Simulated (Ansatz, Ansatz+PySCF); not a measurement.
```xyz
14

C    -0.0185   -0.4083   -1.8644
C    -0.0348    0.4160   -0.6750
C    -0.0013   -0.3650    0.6365
C     0.0191    0.4657    1.8935
H     0.0418    0.1829   -2.7995
H     0.8376   -1.0698   -1.9585
H    -0.8622   -1.0331   -1.9443
H    -0.8496    1.0495   -0.6146
H     0.9146    1.0604   -0.6629
H     0.8638   -1.0787    0.6825
H    -0.8513   -1.0443    0.6231
H     0.0258   -0.1749    2.8399
H     0.8422    1.0830    1.9778
H    -0.8748    1.1164    1.9816
```

RHF-MP2 on singlet C₄H₁₀ was run in several spherical basis sets with Ansatz (development build ahead of 0.2.0). Frozen core: 4 orbitals.

Question: Rank the basis sets by the total energy that they give, lowest first, with the distance from the lowest.
A. 6-31G
B. cc-pVDZ
C. def2-SVP
D. 6-31G(d)

Answer: B (0.00 eV), D (2.08 eV), C (3.27 eV), A (8.03 eV).

Totals follow the description of the cores as much as that of the bonds, so this order isn't one of quality for chemistry.
